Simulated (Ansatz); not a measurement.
bcc Li, treated with r²SCAN in Ansatz (plane waves, PAW).

Settings: plane-wave cutoff 560 eV, 22×22×22 k mesh, Fermi–Dirac smearing 0.05 eV, scalar-relativistic PAW data made under PBE.

Cell (relaxed at this level):

Li is taken in the cubic space group Im-3m (No. 229), the bcc (W type) structure, Pearson symbol cI2. Cell: a = 3.4769 Å, b = 3.4769 Å, c = 3.4769 Å, α = 90.00°, β = 90.00°, γ = 90.00°. Li on 2a is surrounded by 8 Li at 3.011 Å (cubic). (Neighbours: up to the widest gap in distance over summed covalent radii, below 1.35, at either atom.)
(The calculation used a cell of 1 atom; values per cell refer to that cell.)

Q: Estimate the bulk modulus and pressure derivative B′ of the bulk modulus that the calculation returns.

A: 
- bulk modulus = 13.1 GPa
- pressure derivative B′ of the bulk modulus = 3.3

The run finds no gap.

Measured, for comparison: bulk modulus 13.8 GPa (corrected for temperature and zero-point phonon effects, our sources range from 13.1 to 13.9; as tabulated in Levämäki et al. (2014), arXiv:1402.3671). Computed (rounded) less measured: bulk modulus -5 % (0.0 % to -6 % over the range).

Static lattice: no zero-point or thermal effects.

Computing time: about 40 core-seconds (a rough figure).

Ansatz is a program for electronic structure.
